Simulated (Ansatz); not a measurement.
# BH3O2: ladder of basis sets from a Python script

How does the energy of BH3O2 converge with the basis? The task is a ladder of basis sets, for BH3O2. SMILES: OBO.

Computed with the Python package of Ansatz 0.2.0. The levels of theory stand in the script.

## Step 1: The structure

Bond lengths: O1–B2 1.427 Å, B2–O3 1.437 Å, O1–H4 1.017 Å, B2–H5 1.196 Å, O3–H6 1.000 Å. Angles: O1–B2–O3 118.6°, O1–B2–H5 120.3°, O3–B2–H5 121.0°, B2–O1–H4 99.6°, B2–O3–H6 106.4°.

The script holds or builds the structure itself.

## Step 2: The script

The input, basis_bh3o2.py:

```python
'''How the energy of BH3O2 converges with the basis.'''

import ansatz

LEVEL = 'mp2'


def main() -> None:
    geometry_ang = [
        ('O', (-1.0025, -0.7405, -0.5367)),
        ('B', (0.2835, -0.1621, -0.3177)),
        ('O', (0.8388, -0.2034, 1.0066)),
        ('H', (-1.5833, 0.0843, -0.4054)),
        ('H', (0.9052, 0.2919, -1.2326)),
        ('H', (0.6004, 0.6657, 1.4396)),
    ]
    system = ansatz.Crystal.molecule()
    for symbol, xyz in geometry_ang:
        system = system.atom(symbol, xyz)

    calculation = system.calculation().correlation(LEVEL)

    energies = {}
    for basis in ['cc-pVDZ', 'cc-pVTZ']:
        rep = calculation.basis(gaussian=basis).run(threads=1).report
        size = rep['n_frozen'] + rep['n_occupied'][0] + rep['n_virtual'][0]
        energies[basis] = (rep['reference_energy_ev'] / 27.211386246, rep['free_energy_ev'] / 27.211386246)
        print(f'{basis:14s} {size:4d} orbitals  reference {energies[basis][0]:14.6f} Ha  total {energies[basis][1]:14.6f} Ha')

    # two-point extrapolation: the basis-set error of the correlation energy falls as X^-3
    small, large = (energies[b][1] - energies[b][0] for b in ('cc-pVDZ', 'cc-pVTZ'))
    limit = (3 ** 3 * large - 2 ** 3 * small) / (3 ** 3 - 2 ** 3)
    print(f'correlation energy: {small:.6f} and {large:.6f} Ha, extrapolated {limit:.6f} Ha')
    print(f'share caught by the larger set: {100 * large / limit:.1f} %')


if __name__ == '__main__':
    main()
```

## Step 3: The input behind the calls

The engine receives this input (first run):

```yaml
crystal:
  periodic: [false, false, false]
  atoms:
    - { symbol: O, position_ang: [-1.0025, -0.7405, -0.5367] }
    - { symbol: B, position_ang: [0.2835, -0.1621, -0.3177] }
    - { symbol: O, position_ang: [0.8388, -0.2034, 1.0066] }
    - { symbol: H, position_ang: [-1.5833, 0.0843, -0.4054] }
    - { symbol: H, position_ang: [0.9052, 0.2919, -1.2326] }
    - { symbol: H, position_ang: [0.6004, 0.6657, 1.4396] }
basis:
  gaussian:
    orbitals: cc-pVDZ
correlation:
  method: mp2
```

## Step 4: Launch

On the command line:

```console
> python basis_bh3o2.py
```

What it wrote:

```text
cc-pVDZ          57 orbitals  reference    -176.221102 Ha  total    -176.686638 Ha
cc-pVTZ         132 orbitals  reference    -176.282422 Ha  total    -176.873095 Ha
correlation energy: -0.465536 and -0.590673 Ha, extrapolated -0.643363 Ha
share caught by the larger set: 91.8 %
```

Run time: 1.7 s. Hardware: 1 thread of Intel Xeon Platinum 8488C (Sapphire Rapids), shared host; peak memory 0.24 GiB.

## Step 5: What changed from run to run

The engine's inputs for the other runs:

Run 2, against run 1:

```diff
@@ -12 +12 @@
-    orbitals: cc-pVDZ
+    orbitals: cc-pVTZ
```

Lines on the test bed's own set-up are left out of the output.

## Step 6: Run by run

From the records of these 2 runs:

```csv
run,basis,energy (eV),iterations in all,CPU time (s)
1,cc-pVDZ,-4807.8883,12,0.22
2,cc-pVTZ,-4812.9621,11,1
```

Correlation energies (total less mean field):

```csv
basis,correlation (eV),share of the last,miss against the last (eV),CPU time (s)
cc-pVDZ,-12.668,78.8 %,+3.405,0.22
cc-pVTZ,-16.073,100.0 %,+0.000,1
```

## Step 7: Summary of results

| quantity | value |
| --- | --- |
| extrapolated correlation energy | -0.643363 Ha |
| runs compared | 2 |
| correlation energy, last run | -16.073 eV |

What this shows: Against cc-pVDZ: cc-pVTZ -186.5 mHa. The last step alone is -186.46 mHa. Notes:
- The drop along the ladder measures the basis error, and is no property of the molecule.
- The geometry is a force-field or estimated start, not a minimum of this method, and the last set is no limit. Much of the fall in a total is atomic energy, which cancels in bond and reaction energies.
- Inner cores stay frozen, so this is valence correlation.
- An extrapolation from small basis sets is rough.
